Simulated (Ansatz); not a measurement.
Ga2S3 (Cc, No. 9) was calculated with r²SCAN+rVV10 (Ansatz, an electronic-structure program, PAW).

Settings: plane-wave cutoff 560 eV, 6×6×6 k mesh, Fermi–Dirac smearing 0.01 eV, scalar-relativistic PAW data made under PBE.

Cell (relaxed at this level):

```xyz
10
Lattice="5.5640 -3.2003 -0.0097 5.5640 3.2003 -0.0097 -3.6120 0.0000 6.0268" Properties=species:S:1:pos:R:3 pbc="T T T"
Ga     7.4956     0.4326     2.2786
Ga     5.6896    -0.4326     5.2920
Ga     3.7312     0.6230     2.2305
Ga     1.9252    -0.6230     5.2439
S      5.5489    -0.5926     2.9790
S      3.7429     0.5926     5.9924
S      1.8423    -0.5385     2.9365
S      0.0363     0.5385     5.9499
S      5.5371    -2.6486     0.0751
S      3.7311     2.6486     3.0885
```

Task: Estimate the band gap that the calculation returns.

Result: 
- band gap: 2.34 eV (on the SCF k mesh)

Spin–orbit coupling is not included.

The computed numbers hold no vibrational or temperature effects.

It cost very roughly 20 core-minutes of CPU time.
